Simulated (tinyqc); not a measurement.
CIS and TDHF on RHF in the sto-3g basis, frozen core, for H2O, spin multiplicity 1, step by step. One step of it, computed by the program tinyqc.

Problem. CIS matrix, triplets. A(ia,jb) = (e_a - e_i) d_ij d_ab - (ij|ab).

orbital energies (hartree): MO1 -20.261169, MO2 -1.233353, MO3 -0.563910, MO4 -0.455241, MO5 -0.391522, MO6 0.530914, MO7 0.626992

Two-electron integrals over orbitals (pq|rs), unique and non-zero (hartree); the lowest 1 orbital is frozen and left out:
```
(22|22) 0.724783    (32|32) 0.135812    (33|22) 0.629543    (33|33) 0.611189
(42|22) -0.013091   (42|33) 0.004683    (42|42) 0.127905    (43|32) 0.024050
(43|43) 0.052869    (44|22) 0.663574    (44|33) 0.579002    (44|42) -0.097926
(44|44) 0.726721    (52|52) 0.147578    (53|53) 0.027550    (54|52) -0.046774
(54|54) 0.051796    (55|22) 0.750632    (55|33) 0.614742    (55|42) -0.078590
(55|44) 0.702508    (55|55) 0.880159    (62|22) 0.137409    (62|33) 0.072515
(62|42) 0.026608    (62|44) 0.069396    (62|55) 0.148091    (62|62) 0.098567
(63|32) -0.034680   (63|43) -0.033202   (63|63) 0.069802    (64|22) 0.113940
(64|33) 0.048051    (64|42) -0.048461   (64|44) 0.130803    (64|55) 0.139078
(64|62) 0.059328    (64|64) 0.089471    (65|52) 0.053587    (65|54) 0.002901
(65|65) 0.036030    (66|22) 0.607358    (66|33) 0.561352    (66|42) 0.050498
(66|44) 0.550499    (66|55) 0.587625    (66|62) 0.097459    (66|64) 0.050771
(66|66) 0.593796    (72|32) 0.047990    (72|43) -0.033849   (72|63) 0.032762
(72|72) 0.065040    (73|22) 0.150909    (73|33) 0.089197    (73|42) -0.080955
(73|44) 0.145537    (73|55) 0.196548    (73|62) 0.071158    (73|64) 0.095337
(73|66) 0.042623    (73|73) 0.158630    (74|32) -0.076402   (74|43) -0.008223
(74|63) 0.049881    (74|72) -0.016264   (74|74) 0.072142    (75|53) 0.023750
(75|75) 0.024336    (76|32) 0.089101    (76|43) 0.056674    (76|63) -0.061850
(76|72) -0.008240   (76|74) -0.060355   (76|76) 0.111322    (77|22) 0.612046
(77|33) 0.593512    (77|42) -0.014754   (77|44) 0.586578    (77|55) 0.611190
(77|62) 0.063256    (77|64) 0.045918    (77|66) 0.558758    (77|73) 0.089164
(77|77) 0.602370
```

Give: CIS matrix A, triplet.

Solution.

CIS matrix A, triplet (hartree):
```
         2>6      2>7      3>6      3>7      4>6      4>7     5>6     5>7
2>6   1.1569   0.0000   0.0000  -0.0891  -0.0505   0.0000  0.0000  0.0000
2>7   0.0000   1.2483  -0.0891   0.0000   0.0000   0.0148  0.0000  0.0000
3>6   0.0000  -0.0891   0.5335   0.0000   0.0000  -0.0567  0.0000  0.0000
3>7  -0.0891   0.0000   0.0000   0.5974  -0.0567   0.0000  0.0000  0.0000
4>6  -0.0505   0.0000   0.0000  -0.0567   0.4357   0.0000  0.0000  0.0000
4>7   0.0000   0.0148  -0.0567   0.0000   0.0000   0.4957  0.0000  0.0000
5>6   0.0000   0.0000   0.0000   0.0000   0.0000   0.0000  0.3348  0.0000
5>7   0.0000   0.0000   0.0000   0.0000   0.0000   0.0000  0.0000  0.4073
```
